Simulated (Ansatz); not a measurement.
Isomers of C2H5NS

2 of its isomers, all singlets with charge 0: A = `[H]/N=C/SC`; B = thioacetamide `CC(N)=S`.

Shapes, held fixed at every level: PBE0-D4/def2-TZVP. Flexible molecules stand in one conformer, not always the lowest. Programs: Ansatz 0.2.0.

Electronic energies in kJ/mol, without zero-point or thermal terms.

(1) From chemical knowledge, estimate the order of stability.

Results:

(1) B < A in rising energy, over a span of 59 kJ/mol, by CCSD(T)/CBS estimate. All levels agree on that. The B − A difference spans -70.5 to -57.3 kJ/mol over the levels. The CBS estimate extrapolates MP2 from def2-TZVPP and def2-QZVPP and adds CCSD(T) − MP2 in the triple-zeta set, cores frozen.

| level | kind | B − A |
| --- | --- | --- |
| HF/def2-TZVPP | Hartree–Fock | -64.4 |
| PBE-D4/def2-TZVPP | GGA | -60.1 |
| r2SCAN-D4/def2-TZVPP | meta-GGA | -63.6 |
| r2SCAN0-D4/def2-TZVPP | global hybrid | -67.0 |
| B2PLYP/def2-TZVPP | double hybrid | -61.5 |
| MP2/def2-SVP | perturbation theory | -70.5 |
| CCSD/def2-TZVPP | coupled cluster or CI | -57.3 |
| CCSD(T)/CBS estimate | coupled cluster or CI | -58.7 |
